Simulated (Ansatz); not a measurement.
The input, for Ansatz 0.2.0:

```yaml
crystal:
  periodic: [false, false, false]
  atoms:
    - {symbol: B, position_ang: [0.000000, -0.236580, 1.427367]}
    - {symbol: Al, position_ang: [0.000000, 0.116336, -0.597031]}
    - {symbol: H, position_ang: [0.000000, 0.366780, 2.461377]}
    - {symbol: H, position_ang: [0.000000, -0.943450, -1.789164]}
basis:
  gaussian: {orbitals: "6-31G*"}
magnetization: {spin_polarized: true, initial_magnetization: 0}
hamiltonian: {xc: hf}
accuracy: high
output: {forces: true, orbitals: {seedname: orbitals}}
```

```sh
$ ansatz run in.yaml --threads 1 --pin off --events-out ev --progress --plain --max-ram 2393MiB
```

(1) Roughly how long does this take on 1 thread of Arm Neoverse V1, shared host, and how much host memory?

```
735 factors; integrals over basis functions are off by at most 3.7e-9 eV
mean field evaluation 1: about -7280.9325 eV, gradient 6.9e0 eV
mean field evaluation 2: about -7280.9522 eV, gradient 7.0e0 eV
mean field evaluation 4: about -7281.6377 eV, gradient 7.0e-1 eV
mean field evaluation 8: about -7281.6462 eV, gradient 2.2e-3 eV
mean field evaluation 16: about -7281.7465 eV, gradient 7.3e-1 eV
mean field evaluation 32: about -7282.2896 eV, gradient 7.8e-3 eV
mean field evaluation 64: about -7282.2870 eV, gradient 1.4e-1 eV
mean field evaluation 96: about -7281.6462 eV, gradient 8.8e-3 eV
mean field evaluation 128: about -7282.2889 eV, gradient 9.8e-2 eV
mean field evaluation 160: about -7282.2588 eV, gradient 1.7e-1 eV
mean field evaluation 192: about -7281.8368 eV, gradient 1.6e0 eV
mean field evaluation 224: about -7281.8626 eV, gradient 9.3e-1 eV
mean field evaluation 256: about -7281.3836 eV, gradient 1.3e0 eV
mean field evaluation 288: about -7280.9323 eV, gradient 6.9e0 eV
mean field -7282.28964052 eV, -267.6192081760 hartree, gradient 2.7e-8 eV, S^2 0.807861; 8 other end points of the search recorded, 0 dependent functions left out
the calculation of the forces begins
reference -7282.28964052 eV, -267.6192081760 hartree; 10, 10 occupied and 28, 28 virtual orbitals, 735 factors
WARN: the results are in doubt because the forces break the atoms' symmetry
Total energy: -7282.28964052 eV, -267.6192081760 hartree
Atom 0 at     0.000000    -0.236580     1.427367 Å, force    -0.267994     0.018332     0.877627 eV/Å
Atom 1 at     0.000000     0.116336    -0.597031 Å, force    -0.110179     0.275721    -0.781966 eV/Å
Atom 2 at     0.000000     0.366780     2.461377 Å, force     0.233701    -0.205263    -0.211007 eV/Å
Atom 3 at     0.000000    -0.943450    -1.789164 Å, force     0.144471    -0.088790     0.115347 eV/Å
Dipole moment:     0.092695     0.059771     0.071670 e Å
In doubt: the forces break the atoms' symmetry
```

## Answers

(1) 1.9 s wall and 0.09 GiB.
